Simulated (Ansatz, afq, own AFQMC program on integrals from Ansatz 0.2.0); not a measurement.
**Where AFQMC and coupled cluster stand for AlH$_{3}$, triplet**

```xyz
4

Al    0.0000    0.0744   -0.0956
H     0.0000   -1.3724   -0.7540
H     0.4207   -0.3098    1.6570
H    -0.4207   -0.3098    1.6570
```

Basis 6-31G. Only valence electrons are correlated. Integrals, coupled cluster, full CI and functionals: Ansatz 0.2.0; the random walks run on the same integrals in our own AFQMC program. ph-AFQMC/CISD is guided by a CISD state made of CCSD amplitudes; releasing the constraint for a short imaginary time cuts its bias at the price of noise, slowly where states lie close. Free projection: walkers drawn from exp(T), propagated without any constraint. Its projection time is finite, and what remains of the start isn't in its error. Error bars are statistical, one sigma.

Determinant: UHF, the one that the program's search chose, which needn't be the lowest solution. The geometry is a point of a scan.

Full CI on the same integrals is exact in this basis and with this determinant's frozen core.

Cautions: lower spins were not checked.

* T1 diagnostic: 0.0132
* weight of the determinant in the CISD state: 0.952
* ⟨S²⟩ of the determinant: 2.001
* size of the correlated space: 6 electrons in 14 orbitals

```
  level  correlation energy (eV)
    MP2                  -1.0613
   CCSD                  -1.5401
CCSD(T)                  -1.5564
```

Task: Estimate where full CI lies against CCSD(T) on the same integrals.

Result: 8.2 meV below CCSD(T).

Reference: full CI, correlation energy -1.565 eV. The released energy is read at 2.40 1/Eh (meV from the phaseless value at times in 1/Eh: 0.0 ± 0.5 at 0.24, 0.1 ± 0.4 at 0.51, -0.7 ± 0.3 at 0.99, -0.65 ± 0.21 at 1.62, -1.07 ± 0.25 at 2.40).

```
         level  E − E(reference) (meV)  share of correlation (%)
       CCSD(T)                     8.2                     99.48
         CCSDT                     0.2                     99.99
      CCSDT(Q)                     0.1                    100.00
        CCSDTQ                     0.0                    100.00
   ph-AFQMC/HF             11.8 ± 10.3                     99.24
 ph-AFQMC/CISD               1.4 ± 0.6                     99.91
released AFQMC               0.3 ± 0.2                     99.98
    free AFQMC               0.4 ± 0.2                     99.97
```

CCSDT and higher add their correlation energy to the determinant of the CCSD(T) run, since their own runs factorise the integrals more tightly (a shift of under 2 meV). Free projections are given only where their last times agree within the noise and don't stop above the reference; a slow remainder of the start can still hide under it. A walk keeps the symmetry of its determinant, which the program's search chose and which needn't be the lowest solution, so a lower state of the same spin and another symmetry isn't excluded. Released energies are given only where the last usable release times agree within the noise; a slower fall can still hide under it.
